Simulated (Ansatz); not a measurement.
hcp Co, treated with RPBE (PAW; Ansatz, an electronic-structure program).

Settings: plane-wave cutoff 520 eV, 24×24×14 k mesh (along the axes of the cell as run), Fermi–Dirac smearing 0.05 eV, spin-polarised with parallel moments, scalar-relativistic PAW data made under PBE.

Cell (measured lattice):

```yaml
crystal:
  lattice:
    - [1.25355, -2.17121, 0.00000]
    - [1.25355, 2.17121, 0.00000]
    - [0.00000, 0.00000, 4.07000]
  atoms:
    - { symbol: Co, position: [0.33333, 0.66667, 0.25000], spin: 1.8 }
    - { symbol: Co, position: [0.66667, 0.33333, 0.75000], spin: 1.8 }
```

Problem. What does this level give for the magnetic moment per atom (the cell's total over its atoms)?

Solution. 
- magnetic moment per atom (the cell's total over its atoms) = 1.64 μB

The run finds no gap.

Note: cell and atoms aren't relaxed at this level (pressure 1.6 GPa).

Spins in the cell block are starting values.

Moments are spin moments.

Computed values are for the static lattice.

The result took very roughly 50 core-seconds.
